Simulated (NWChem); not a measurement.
Correlation energy of propane (C₃H₈)

```xyz
11

C     -1.2711     0.0000    -0.2568
C      0.0000     0.0000     0.5793
C      1.2711     0.0000    -0.2568
H     -2.1740     0.0000     0.3732
H     -1.3212     0.8875    -0.9087
H     -1.3212    -0.8875    -0.9087
H      0.0000    -0.8792     1.2469
H      0.0000     0.8792     1.2469
H      2.1740     0.0000     0.3732
H      1.3212    -0.8875    -0.9087
H      1.3212     0.8875    -0.9087
```
Charge 0, spin multiplicity 1.

The numbers come from NWChem runs, not from measurements. The geometry was optimised at PBE0/def2-SVP, a minimum by its harmonic frequencies.

Basis set: STO-3G. Each correlation energy counts from its own Hartree-Fock reference.

The correlated methods keep 3 core orbitals frozen. No row is a measurement; the coupled-cluster row has its own basis-set and correlation limits.

Task: Order these methods by the correlation energy they give, lowest first: CR-CCSD[T], MP2, CCSD, SCS-MP2.

Result: CR-CCSD[T] (-215.9 mHa), CCSD (-215.1 mHa), SCS-MP2 (-178.5 mHa), MP2 (-159.2 mHa)
